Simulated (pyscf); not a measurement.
Single points on ωB97X-D3(BJ)/def2-SVP structures (PySCF, gas phase).

Q: How much does it cost (ΔH, 298 K, ωB97M-D3(BJ)/def2-TZVP) to split H₃C–CH₂–InH–OH at its C–C bond into CH₃• + •H₂C–InH–OH?

A: C–C to CH₃• + •H₂C–InH–OH: 84.8 kcal/mol. The 7 functionals that were run give +76.7 (r²SCAN) to +85.6 kcal/mol (ωB97X-D3(BJ)/def2-TZVP). The radicals are drawn with the spin at the cut bond; how far it spreads was not checked. •H₂C–InH–OH lies 35.6 kcal/mol over its isomer [H₃C–In–OH]• (electronic energy, ωB97M-D3(BJ)/def2-TZVP). Elements past Kr carry the def2 core potentials, without spin-orbit coupling.
